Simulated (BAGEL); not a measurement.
# C2H8Si (SMILES [H][Si]([H])([H])CC) at HF/def2-SVP (density fitting with qzvpp-jkfit)

What is the vertical ionisation energy of C2H8Si at HF/def2-SVP (density fitting with qzvpp-jkfit)? 

Program for the calculation: BAGEL 1.2.2.

**1. The system as given**

C2H8Si: 11 atoms, total charge 0, spin state singlet. As SMILES, `[H][Si]([H])([H])CC`. Geometry: relaxed at GFN2-xTB.

Bond lengths: Si1–C2 1.902 Å, C2–C3 1.525 Å, C2–H4 1.092 Å, C2–H5 1.092 Å, C3–H6 1.090 Å, C3–H7 1.088 Å, C3–H8 1.088 Å, Si1–H9 1.465 Å, Si1–H10 1.466 Å, Si1–H11 1.465 Å. Some angles: Si1–C2–C3 113.0°, Si1–C2–H4 109.8°, Si1–C2–H5 109.6°, C3–C2–H4 108.9°, C3–C2–H5 109.0°, C2–Si1–H9 109.6°, C2–Si1–H10 109.5°, C2–Si1–H11 109.2°, C2–C3–H6 111.0°, C2–C3–H7 110.7°.

**2. The energy at HF/def2-SVP (density fitting with qzvpp-jkfit)**

Contents of input.json:

```json
{ "bagel" : [

{
  "title" : "molecule",
  "basis" : "svp",
  "df_basis" : "qzvpp-jkfit",
  "angstrom" : true,
  "geometry" : [
    { "atom" : "Si", "xyz" : [      -0.305440,      -0.417630,      -1.398980 ] },
    { "atom" : "C", "xyz" : [      -0.287510,      -0.416870,       0.502940 ] },
    { "atom" : "C", "xyz" : [       0.524350,       0.732830,       1.090360 ] },
    { "atom" : "H", "xyz" : [       0.119170,      -1.361270,       0.869600 ] },
    { "atom" : "H", "xyz" : [      -1.310740,      -0.357840,       0.879710 ] },
    { "atom" : "H", "xyz" : [       0.505600,       0.708020,       2.179840 ] },
    { "atom" : "H", "xyz" : [       1.562010,       0.673650,       0.768570 ] },
    { "atom" : "H", "xyz" : [       0.123950,       1.691430,       0.766640 ] },
    { "atom" : "H", "xyz" : [       1.069910,      -0.448540,      -1.903060 ] },
    { "atom" : "H", "xyz" : [      -0.970690,       0.795280,      -1.883150 ] },
    { "atom" : "H", "xyz" : [      -1.030600,      -1.599060,      -1.872470 ] }
  ]
},

{
  "title" : "hf"
},

{
  "title" : "print",
  "file" : "orbitals.molden",
  "orbitals" : true
}

]}
```

On the command line:

```sh
$ BAGEL_NUM_THREADS=1 BAGEL input.json > input.out
```

Output:

```text
* using 1 threads per process

  ===============================================================
  ===============================================================

  *** Geometry ***

  { "atom" : "Si", "xyz" : [     -0.577198,     -0.789206,     -2.643689 ] },
  { "atom" : "C", "xyz" : [     -0.543315,     -0.787770,      0.950419 ] },
  { "atom" : "C", "xyz" : [      0.990878,      1.384848,      2.060482 ] },
  { "atom" : "H", "xyz" : [      0.225199,     -2.572427,      1.643306 ] },
  { "atom" : "H", "xyz" : [     -2.476940,     -0.676220,      1.662411 ] },
  { "atom" : "H", "xyz" : [      0.955446,      1.337964,      4.119301 ] },
  { "atom" : "H", "xyz" : [      2.951771,      1.273014,      1.452387 ] },
  { "atom" : "H", "xyz" : [      0.234232,      3.196339,      1.448740 ] },
  { "atom" : "H", "xyz" : [      2.021837,     -0.847618,     -3.596262 ] },
  { "atom" : "H", "xyz" : [     -1.834338,      1.502861,     -3.558638 ] },
  { "atom" : "H", "xyz" : [     -1.947552,     -3.021785,     -3.538455 ] },

  Number of auxiliary basis functions:      422

  Since a DF basis is specified, we compute 2- and 3-index integrals:
    o Being stored without compression. Storage requirement is 0.025 GB

  Number of basis functions:       86
  Number of electrons      :       34

    * METHOD: MOLECULE                             0.17

  *** RHF ***

  === Nuclear Repulsion ===
   112.6449176476

      * DIIS with orbital gradients will be used.

  === RHF iteration (svp) ===
      0       -369.05328568          0.01458013           0.05
      1       -369.15461747          0.00667036           0.05
      2       -369.17373557          0.00143546           0.05
      3       -369.17508786          0.00015881           0.05
      4       -369.17510555          0.00005018           0.05
      5       -369.17510742          0.00001056           0.05
      6       -369.17510753          0.00000245           0.05
      7       -369.17510753          0.00000059           0.05
      8       -369.17510753          0.00000018           0.05
      9       -369.17510753          0.00000007           0.05
     10       -369.17510753          0.00000002           0.05
     11       -369.17510753          0.00000001           0.05
    * SCF iteration converged.

    * Permanent dipole moment:
           (   -0.004086,    -0.000272,    -0.226016) a.u.

    * METHOD: HF                                   0.71

    * METHOD: PRINT                                0.01

  ===============================================================
```

It took 1.1 s on 1 thread of Arm Neoverse V2, shared host; peak memory 0.1 GiB.

**3. The doublet cation**

Contents of job.json:

```json
{ "bagel": [

{
  "title": "molecule",
  "basis": "svp",
  "df_basis": "qzvpp-jkfit",
  "angstrom": true,
  "geometry": [
    { "atom": "Si", "xyz": [      -0.305440,      -0.417630,      -1.398980 ] },
    { "atom": "C", "xyz": [      -0.287510,      -0.416870,       0.502940 ] },
    { "atom": "C", "xyz": [       0.524350,       0.732830,       1.090360 ] },
    { "atom": "H", "xyz": [       0.119170,      -1.361270,       0.869600 ] },
    { "atom": "H", "xyz": [      -1.310740,      -0.357840,       0.879710 ] },
    { "atom": "H", "xyz": [       0.505600,       0.708020,       2.179840 ] },
    { "atom": "H", "xyz": [       1.562010,       0.673650,       0.768570 ] },
    { "atom": "H", "xyz": [       0.123950,       1.691430,       0.766640 ] },
    { "atom": "H", "xyz": [       1.069910,      -0.448540,      -1.903060 ] },
    { "atom": "H", "xyz": [      -0.970690,       0.795280,      -1.883150 ] },
    { "atom": "H", "xyz": [      -1.030600,      -1.599060,      -1.872470 ] }
  ]
},

{ "title": "uhf", "charge": 1, "nopen": 1 },

{ "title": "print", "file": "orbitals.molden", "orbitals": true }

]}
```

On the command line:

```sh
$ BAGEL_NUM_THREADS=1 BAGEL job.json > job.out
```

Output:

```text
* using 1 threads per process

  ===============================================================
  ===============================================================

  *** Geometry ***

  { "atom" : "Si", "xyz" : [     -0.577198,     -0.789206,     -2.643689 ] },
  { "atom" : "C", "xyz" : [     -0.543315,     -0.787770,      0.950419 ] },
  { "atom" : "C", "xyz" : [      0.990878,      1.384848,      2.060482 ] },
  { "atom" : "H", "xyz" : [      0.225199,     -2.572427,      1.643306 ] },
  { "atom" : "H", "xyz" : [     -2.476940,     -0.676220,      1.662411 ] },
  { "atom" : "H", "xyz" : [      0.955446,      1.337964,      4.119301 ] },
  { "atom" : "H", "xyz" : [      2.951771,      1.273014,      1.452387 ] },
  { "atom" : "H", "xyz" : [      0.234232,      3.196339,      1.448740 ] },
  { "atom" : "H", "xyz" : [      2.021837,     -0.847618,     -3.596262 ] },
  { "atom" : "H", "xyz" : [     -1.834338,      1.502861,     -3.558638 ] },
  { "atom" : "H", "xyz" : [     -1.947552,     -3.021785,     -3.538455 ] },

  Number of auxiliary basis functions:      422

  Since a DF basis is specified, we compute 2- and 3-index integrals:
    o Being stored without compression. Storage requirement is 0.025 GB

  Number of basis functions:       86
  Number of electrons      :       34

    * METHOD: MOLECULE                             0.16

  *** Open-shell HF ***

  === Nuclear Repulsion ===
   112.6449176476

      * DIIS with orbital gradients will be used.

  === UHF iteration (svp) ===
      0       -368.69311142          0.02270554           0.09
      1       -368.78676907          0.00796843           0.09
      2       -368.79836789          0.00371229           0.10
      3       -368.80113306          0.00156075           0.10
      4       -368.80286664          0.00073041           0.09
      5       -368.80346701          0.00027633           0.10
      6       -368.80356698          0.00009468           0.09
      7       -368.80358090          0.00005913           0.10
      8       -368.80358846          0.00003155           0.09
      9       -368.80359036          0.00001551           0.09
     10       -368.80359078          0.00000694           0.10
     11       -368.80359085          0.00000406           0.10
     12       -368.80359088          0.00000287           0.10
     13       -368.80359090          0.00000176           0.10
     14       -368.80359091          0.00000112           0.10
     15       -368.80359091          0.00000069           0.10
     16       -368.80359091          0.00000040           0.10
     17       -368.80359091          0.00000026           0.10
     18       -368.80359091          0.00000017           0.10
     19       -368.80359091          0.00000012           0.10
     20       -368.80359091          0.00000006           0.10
     21       -368.80359091          0.00000004           0.10
     22       -368.80359091          0.00000003           0.10
     23       -368.80359091          0.00000002           0.10
     24       -368.80359091          0.00000001           0.10
     25       -368.80359091          0.00000001           0.09
    * SCF iteration converged.

    * S^2 (UHF) is 0.7588

    * Permanent dipole moment:
           (    0.149672,     0.219211,    -0.464396) a.u.

    * METHOD: UHF                                  2.62

    * METHOD: PRINT                                0.01

  ===============================================================
```

Run time: 3 s. Hardware: 1 thread of Arm Neoverse V2, shared host; peak memory 0.1 GiB.

**4. Outcome**

At HF/def2-SVP (density fitting with qzvpp-jkfit):

| quantity | value |
| --- | --- |
| singlet C2H8Si: total energy | -369.17511 Eh |
| singlet C2H8Si: dipole moment | 0.57 D |
| singlet C2H8Si: HOMO energy | -11.61 eV |
| singlet C2H8Si: LUMO energy | 4.27 eV |
| singlet C2H8Si: HOMO–LUMO gap | 15.88 eV |
| doublet cation: total energy | -368.80359 Eh |
| doublet cation: ⟨S²⟩ | 0.759 |
| vertical ionisation energy (to the doublet cation) | 10.109 eV |

Removing an electron at fixed nuclei costs 10.11 eV (975 kJ/mol). −ε(HOMO) before ionisation, 11.61 eV, is 1.50 eV above this ionisation energy.
